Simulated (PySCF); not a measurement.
Series: triple bonds. All species are isolated molecules in the gas phase. Strings in code marks are SMILES.

The four lowest singlet excitations (Tamm–Dancoff). All values below come from PBE-D3(BJ)/def2-TZVP // PBE0-D4/def2-TZVP run with PySCF. Excitations are Tamm–Dancoff values on a coarser integration grid. The basis has no diffuse functions, so Rydberg states are missing or too high.

```json
[
 {"state": "S1", "energy (eV)": "7.07", "wavelength (nm)": "175", "oscillator strength": "0.000"},
 {"state": "S2", "energy (eV)": "7.21", "wavelength (nm)": "172", "oscillator strength": "0.000"},
 {"state": "S3", "energy (eV)": "7.21", "wavelength (nm)": "172", "oscillator strength": "0.000"},
 {"state": "S4", "energy (eV)": "7.98", "wavelength (nm)": "155", "oscillator strength": "0.094"}
]
```

Q: Which member gives these states?
A) `[O+]#[Si-]`
B) `[O+]#[Ge-]`
C) `B=N`
D) `[C-]#[NH+]`

A: C, `B=N`
